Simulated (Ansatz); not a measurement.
A made-up structure of CHFLi (charge +1), closed shell:

```
4
angstrom
Li 1.4653 -0.2420 1.2701
C -0.1439 -0.0572 -0.1247
F -0.5514 1.0934 -0.4787
H 2.4501 -0.4390 2.5028
```

It is relaxed with PBE-D4/def2-SVP and then PBE0-D4/def2-TZVP (Ansatz 0.2.0). Atoms count as bonded within 1.22 times the sum of their covalent radii (H–H: 0.88 Å). The end point is not checked to be a true minimum.

(1) Does its bonding change? (Judge from chemistry; the calculation decides.)

## Answers

(1) Computed: Yes. Formed: C2–H4; broken: Li1–H4.

Where it ends: The first stage lowers the energy by 5.20 eV in 27 steps. It ends as CHFLi ([Li][CH][F]), total charge +1:
```
4
angstrom
Li 2.3568 1.2359 1.1058
C 0.6881 -0.0702 0.8175
F -0.2205 0.2307 -0.0188
H 0.3956 -1.0412 1.2650
```

Labels in which every atom is bracketed show which atoms are joined, not bond orders.

For scale, one of the runs: PBE0-D4/def2-TZVP relaxation, 82 basis functions, launched by `ansatz run in.yaml --threads 2 --pin off --events-out ev --progress --plain --max-ram 4352MiB`. The run took about 6.5 s on 2 CPU threads of an Arm Neoverse V1 (shared host).
